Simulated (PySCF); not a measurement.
Molecule: `[AlH3]`, AlH3.

Cartesian coordinates in Å; atom numbers follow the order of the lines, from 1:
```xyz
4

Al    0.005    0.002   -0.010
H     1.589   -0.143   -0.025
H    -0.913   -1.297    0.006
H    -0.660    1.447   -0.017
```

Geometry PBE0-D3(BJ)/def2-SVP throughout; GIAO in PySCF 2.14, gas phase, one conformer, non-relativistic; equivalent atoms averaged; basis pcSseg-2.

Q: How do the shifts δ (against AlH4-, TMS at the same level) depend on the functional? (ppm; last column core-seconds on 1 thread of an Arm Neoverse V1, shared host; the GGAs took longer than the global hybrids here, which isn't the general rule, and the cause wasn't traced)

A: 
```csv
functional,kind,Al1,H2/H3/H4,core-s
HF,Hartree–Fock,163.3,4.85,0.4
LDA,LDA,264.5,5.99,1.2
PBE,GGA,225.9,5.58,1.5
BLYP,GGA,223.5,5.46,1.5
BP86,GGA,222.2,5.57,1.6
OPBE,GGA,189.5,5.27,1.6
KT2,GGA,220.7,5.56,1.6
KT3,GGA,193.5,5.15,1.6
B97-D,GGA,201.3,5.28,1.6
B3LYP,global hybrid,209.9,5.28,1.1
PBE0,global hybrid,206.5,5.35,1
mPW1PW91,global hybrid,202.3,5.28,1.1
WP04,global hybrid,164.4,4.24,1
B97-2,global hybrid,193.2,5.16,0.97
BHandHLYP,global hybrid,192.3,5.05,0.91
CAM-B3LYP,range-separated hybrid,214.3,5.27,1.2
wB97X-D,range-separated hybrid,202.6,5.24,1.3
LC-wPBE,range-separated hybrid,202.1,5.13,2
```

Q: Which nucleus moves most, in ppm?

A: Al1 (aluminium bonded to 3 H): from 163.3 ppm with HF to 264.5 ppm with LDA. The smallest spread is 1.76 ppm, at H2/H3/H4.
